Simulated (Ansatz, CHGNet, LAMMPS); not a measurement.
How well does each level of theory give the lattice parameter a of fcc Ir?

Reference value: 3.831 Å (measured, static lattice: zero-point anharmonic expansion removed; as tabulated in Mejia-Rodriguez and Trickey (2018), arXiv:1807.09216).

Q: Put these levels in order of the lattice parameter a that they give for fcc Ir, smallest first: CHGNet-r²SCAN (CHGNet), LDA (Ansatz, a quantum-chemistry and plane-wave program), MEAM library.meam-Ir (LAMMPS), PBE (Ansatz), rVV10 (Ansatz).

A: LDA (3.811 Å), MEAM library.meam-Ir (3.840 Å), CHGNet-r²SCAN (3.853 Å), PBE (3.871 Å), rVV10 (3.909 Å)

Errors against the reference: MEAM library.meam-Ir +0.23 %, CHGNet-r²SCAN +0.57 %, LDA -0.52 %, PBE +1.04 %, rVV10 +2.04 %.

Density-functional levels without +SOC have no spin–orbit coupling. Cutoffs and k meshes differ between the levels. Ansatz's density-functional and Hartree–Fock values are scalar-relativistic unless marked +SOC, with PAW data made under PBE.

Empirical potentials (MEAM library.meam-Ir) are fitted to chosen data, which need not cover the solid at hand: agreement can be built in, and what lay outside the fit can be far off. Machine-learned potentials (CHGNet-r²SCAN) are trained on DFT data, which may include these solids.

Differences are worked out from the printed values.
